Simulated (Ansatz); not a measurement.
MgSi₂ (the lowest singlet isomer of a short search). Total charge 0; singlet. Geometry r2SCAN-D4/def2-TZVP, basis def2-TZVP, Ansatz.

```xyz
3

Mg    0.8052   -0.2538    1.2403
Si    0.2780   -0.5105   -1.1929
Si   -1.0832    0.7643   -0.0474
```

| run | HOMO (eV) | LUMO (eV) |
| --- | --- | --- |
| A | -5.38 | -3.18 |
| B | -5.22 | -3.31 |
| C | -5.00 | -3.53 |
| D | -7.60 | -1.50 |
| E | -7.35 | -1.51 |
| F | -4.68 | -3.69 |

LC-ωPBE has ω = 0.4 bohr⁻¹. B3LYP takes the VWN-RPA correlation. HSE06 is defined as in plane-wave codes, on full-range PBE exchange. The structure comes from a short search, and lower isomers may exist.

Task: The runs used B3LYP, HSE06, LC-ωPBE, PBE0, r2SCAN, ωB97X-V. Estimate which is which.

Result: A PBE0 (25 % exact exchange); B B3LYP (20 % exact exchange); C HSE06 (range-separated); D LC-ωPBE (range-separated); E ωB97X-V (range-separated); F r2SCAN (0 % exact exchange). Exact exchange lowers occupied and raises empty levels; among semilocal functionals meta-GGAs tend to open the gap a little, and such runs are hard to tell apart. The gap grows from 0.99 eV (r2SCAN) to 6.10 eV (LC-ωPBE).
